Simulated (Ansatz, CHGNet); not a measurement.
# 1T (CdI2-type) TaS₂ (undistorted form, which takes a superstructure on cooling): equilibrium lattice constant a by level of theory

No measured value is used here.

| level (code) | value (Å) |
|---|---|
| CHGNet 0.3.0 | 3.382 |
| LDA (Ansatz) | 3.293 |
| PBE (Ansatz) | 3.378 |
| PBE-D4 (Ansatz) | 3.342 |
| HSE06 (Ansatz) | 3.357 |
| HSE06-D3(BJ) (Ansatz) | 3.302 |
| PBE0 (Ansatz) | 3.355 |

Density-functional levels without +SOC have no spin–orbit coupling. LDA: LDA has no dispersion term either, though it tends to give short spacings of layers, chains or molecules. PBE: for a layered or molecular solid the relaxed cell lies over 5 % above the published volume, where the minimum can be shallow. PBE, HSE06, PBE0: the cell comes from a level without a dispersion term, which matters for the spacing of layers, chains or molecules. HSE06-D3(BJ): exact exchange on metals is sensitive to the k mesh and can open a false gap. HSE06-D3(BJ): the run warned that the count of filled bands differs between k points. Cutoffs and k meshes differ between the levels. Ansatz's density-functional and Hartree–Fock values are scalar-relativistic unless marked +SOC, with PAW data made under PBE.

Machine-learned potentials (CHGNet 0.3.0) are trained on DFT data: a solid inside that data is no test of them.

Ansatz is an electronic-structure program.
